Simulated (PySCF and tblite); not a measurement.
Values are calculated unless marked as measured or tabulated.
System: C₄H₅FS, numbered as in [CH2:1]=[C:2]([F:3])[C:4]([CH3:5])=[S:6].

Motion: rotation about the C2–C4 bond (torsion C1–C2–C4–C5 from 180° to 360°, rising). GFN2-xTB gives an electronic barrier of 7.5 kcal/mol and a reaction energy of 3.2 kcal/mol.

Problem. What does revPBE/pcSseg-1 + D3(BJ) give on GFN2-xTB geometries?

Solution. A barrier of 7.5 kcal/mol, 0.1 below the tight-binding barrier (from unrounded values), a reaction energy of 0.6 kcal/mol and, with GFN2-xTB thermal terms, ΔG‡(298 K) = 7.5 kcal/mol and k = 3.9×10⁷ s⁻¹ (2 equivalent paths).

Programs: tblite and PySCF.
